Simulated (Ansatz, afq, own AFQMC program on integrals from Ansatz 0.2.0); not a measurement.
Integrals from Ansatz 0.2.0, then the random walk in our own AFQMC program (afq).

```yaml
crystal:
  periodic: [false, false, false]
  atoms:
    - {symbol: N, position_ang: [-0.136074, 0.000000, 0.665268]}
    - {symbol: C, position_ang: [0.113118, 0.000000, -0.676644]}
    - {symbol: H, position_ang: [0.707513, 0.000000, 1.248296]}
    - {symbol: H, position_ang: [-0.082257, 0.926855, -1.215074]}
    - {symbol: H, position_ang: [-0.082257, -0.926855, -1.215074]}
basis:
  gaussian: {orbitals: cc-pVDZ}
magnetization: {spin_polarized: true, initial_magnetization: 2}
correlation: {method: ccsd_t, electrons: outside_noble_gas, hamiltonian_folder: ham}
```

```sh
$ ansatz run in.yaml --threads 1 --pin off --events-out ev --progress --plain --max-ram 23808MiB --backend cuda --devices 0, --max-vram 18GiB
```

afq runs on the folder ham with

```
--method phaseless --trial hf --walkers 4000 --populations 20 --least-time 40 --time-step 0.005 --steps-per-block 20 --equilibration-blocks 112 --max-blocks 4000 --target-error 0.001050 --factor-cut 1e-05 --start spin_pure --seed 4558 --taylor-order 6
```

Times are imaginary, in 1/Eh. The walk had a cap of 52 s. With eight or more populations the least sampling time is a fifth of least-time, and the error comes from their spread.

Log:

```
orbitals 41  electrons 7 5  factors 327 of 397
reference energy -93.97266195 Eh
CCSD correlation -0.28769975 Eh in 11 cycles, weight of the determinant in the CISD state 0.8929
energy of the start -93.972869 Eh
 block  time / (1/Eh)  mean weight  energy / Eh
     1     0.100  1.0016  -94.049138
     2     0.200  1.0019  -94.102079
     3     0.300  1.0022  -94.142742
     4     0.400  1.0023  -94.172812
     5     0.500  1.0019  -94.188135
     8     0.800  1.0011  -94.227980
    11     1.100  1.0006  -94.248545
    26     2.600  1.0002  -94.266781
    41     4.100  1.0000  -94.266752
    56     5.600  0.9996  -94.270588
    71     7.100  0.9999  -94.271721
    76     7.600  1.0005  -94.276269
    86     8.600  1.0001  -94.270745
    91     9.100  0.9997  -94.264192
   101    10.100  0.9998  -94.265179
   116    11.600  1.0002  -94.269820
   131    13.100  1.0002  -94.272907
   146    14.600  0.9998  -94.271390
   161    16.100  0.9999  -94.268929
   176    17.600  0.9999  -94.272473
   191    19.100  0.9999  -94.268520
   201    20.100  1.0001  -94.268883
error from the spread of 20 populations
energy -94.270293 +/- 0.000903 Eh
(rows thinned)
```

The run passed its tests (sampling time, drift between the halves within three errors, error under three times the target), which doesn't prove that it has relaxed.

Against this walk (error 24.6 meV) on the same determinant: CCSD(T) 77.8 meV higher, CCSDT(Q) 43.3 meV higher (within the noise), a separate phaseless walk with a CISD trial and standard settings 49.9 ± 25.0 meV higher. The error is statistical and leaves out the bias of the constraint.

Cautions: constraint bias not in the error; lower spins were not checked.

The walk took 18 s on 1 × NVIDIA H100 80GB HBM3 with 2 threads of AMD EPYC 7R13 Processor (Zen 3), with other jobs on the host (the card was shared). The log's last line is the phaseless energy.

CCSDT and higher add their correlation energy to the determinant of the CCSD(T) run, since their own runs factorise the integrals more tightly (a shift of under 2 meV). A walk keeps the symmetry of its determinant, which the program's search chose and which needn't be the lowest solution, so a lower state of the same spin and another symmetry isn't excluded.
